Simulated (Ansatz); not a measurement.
Relaxation of BH5N2 (8 atoms, charge 0, multiplicity 1), to a largest force component of 0.02 eV/Å in at most 40 steps.

Method: RKS r2SCANh/def2-mTZVP in Ansatz 0.2.0.

```xyz
8
Properties=species:S:1:pos:R:3
B 0.000 0.000 0.000
H 0.000 0.000 1.190
N 1.342 0.000 -0.775
H 1.809 -0.918 -1.027
H 1.794 0.918 -1.053
N -1.342 0.000 -0.775
H -2.011 -0.816 -0.676
H -1.591 0.816 -1.404
```

Question: Where does it end, and by what steps?

Answer: The run converged. After 9 steps the energy has fallen by 2.605 eV; H4 moved furthest, 1.03 Å.

```tsv
step	energy less start (eV)	largest force component (eV/Å)	accepted
0	0.0000	3.107	yes
1	-0.8854	1.517	yes
2	-1.4471	0.959	yes
3	-1.7283	0.919	yes
4	-1.9280	1.702	yes
5	-2.1578	1.284	yes
6	-2.3409	1.730	yes
7	-2.5099	0.739	yes
8	-2.5954	0.161	yes
9	-2.6052	0.018	yes
```

```xyz
8
Properties=species:S:1:pos:R:3
B -0.002 -0.255 -0.150
H -0.006 -0.872 0.875
N 1.237 0.059 -0.747
H 2.113 -0.211 -0.336
H 1.342 0.591 -1.596
N -1.236 0.130 -0.714
H -2.114 -0.090 -0.279
H -1.334 0.647 -1.573
```

Whether the end is a true minimum wasn't checked by a vibrational analysis.

The run took 34 s on 1 thread of Arm Neoverse V1, on a shared host, peak memory 0.13 GiB.
